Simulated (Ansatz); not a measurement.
Relaxation of BH5N (7 atoms, charge 0, multiplicity 2), to a largest force component of 0.03 eV/Å in at most 50 steps.

Theory: UKS PBE0-D4/def2-SVP in Ansatz.

```xyz
7
Properties=species:S:1:pos:R:3
B 0.053 0.079 -0.086
H -0.010 -0.350 1.035
N 1.263 -0.003 -0.759
H 2.091 -0.429 -0.362
H 1.402 0.349 -1.698
H -0.898 0.584 -0.636
H 0.014 -0.230 2.895
```

Task: Where does it end, and by what steps?

Result: The run converged. The force dipped under the threshold on the way, but the program's further checks kept it going. After 9 steps the energy has fallen by 0.058 eV; H7 moved furthest, 1.00 Å.

```
step  energy less start (eV)  largest force component (eV/Å)  accepted
   0                  0.0000                           0.334       yes
   1                 -0.0107                           0.127       yes
   2                 -0.0317                           0.306       yes
   3                 -0.0359                           0.446       yes
   4                 -0.0507                           0.139       yes
   5                 -0.0553                           0.046       yes
   6                 -0.0575                           0.024       yes
   7                 -0.0578                           0.026       yes
   8                 -0.0578                           0.019       yes
   9                 -0.0579                           0.005       yes
```

```xyz
7
Properties=species:S:1:pos:R:3
B 0.017 0.098 -0.304
H -0.163 -0.356 0.803
N 1.280 0.014 -0.871
H 2.070 -0.412 -0.404
H 1.501 0.373 -1.791
H -0.876 0.622 -0.931
H 0.085 -0.338 3.887
```

Run time: 16 s on 1 thread of Arm Neoverse V2, on a shared host, peak memory 0.12 GiB.
